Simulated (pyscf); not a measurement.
**Addition across a multiple bond or ene-type step: `[GeH4]` + `[CH]#[CH]` → `[CH2]=[CH][GeH3]`**

Gas phase, singlet surface, charge 0. Bonds broken: Ge1–H2. Bonds formed: Ge1–C6, H2–C7. Structures and frequencies: ωB97X-D3(BJ)/def2-SVP in PySCF. Correlated levels are frozen-core, on RHF or UHF. ΔMP2 is the change of the MP2 total energy from the triple- to the quadruple-zeta basis.

Transition state (Å):

```xyz
9

Ge     0.4629     0.4151    -0.5236
H     -1.1682     0.5162    -0.1524
H      0.3749     0.1537    -2.0482
H      0.8393     1.8441    -0.1587
H      1.3311    -0.6684     0.1063
C     -0.8446     0.7381     2.0380
C     -1.3032     0.0048     1.0733
H     -1.0921     0.4809     3.0759
H     -1.8234    -0.9187     0.8009
```

One imaginary mode, 784i cm⁻¹; descent along it reached the two sides named.

```csv
bond,change,reactant side (Å),saddle,product side
Ge1–H2,breaks,1.534,1.676,3.0
Ge1–C6,forms,3.7,2.9,1.940
H2–C7,forms,3.3,1.335,1.097
```

Electronic energies relative to the separated reactants (eV):

```csv
level,barrier,reaction energy,reverse barrier
ωB97X-D3(BJ)/def2-TZVP,2.26,-2.00,4.26
PBE/def2-TZVP,1.97,-1.88,3.85
r²SCAN/def2-TZVP,2.06,-1.92,3.99
B3LYP-D3(BJ)/def2-TZVP,2.21,-1.84,4.04
PBE0-D3(BJ)/def2-TZVP,2.06,-2.05,4.10
M06-2X/def2-TZVP,2.27,-1.86,4.13
ωB97M-D3(BJ)/def2-TZVP,2.32,-1.81,4.13
HF/def2-TZVP,2.88,-1.64,4.52
MP2/def2-QZVPP,2.61,-1.79,4.40
CCSD/def2-TZVPP,2.56,-1.79,4.35
CCSD(T)/def2-TZVPP,2.45,-1.80,4.25
CCSD(T)/def2-TZVPP + ΔMP2(QZVPP),2.45,-1.80,4.25
```

With CCSD(T)/def2-TZVPP + ΔMP2(QZVPP) energies and thermal terms (ideal gas, 1 atm, RRHO with modes under 100 cm⁻¹ raised to 100, one conformer, R ln 2 for rigid chiral ones), in eV:

```
T (K)   ΔH‡   ΔG‡     ΔH     ΔG
-----  ----  ----  -----  -----
298    2.43  2.79  -1.62  -1.26
600    2.43  3.14  -1.63  -0.89
900    2.44  3.50  -1.62  -0.52
1200   2.46  3.84  -1.59  -0.16
```

From the product side, •HC=CH₂ + GeH₃• lies, by one bond made or cut, 0.26 eV under this saddle at ωB97M-D3(BJ). This is the saddle that the search found; another between the same sides may lie lower. The CCSD(T) − MP2 part came from Ansatz, without density fitting, on the same reference. The frozen core leaves the outer d or s,p core shells of the metals and heavy elements correlated in the MP2 and CC values, and def2-TZVPP describes them poorly, which can shift differences by a few kcal/mol. Elements up to Kr have no core potential and no relativistic terms here.
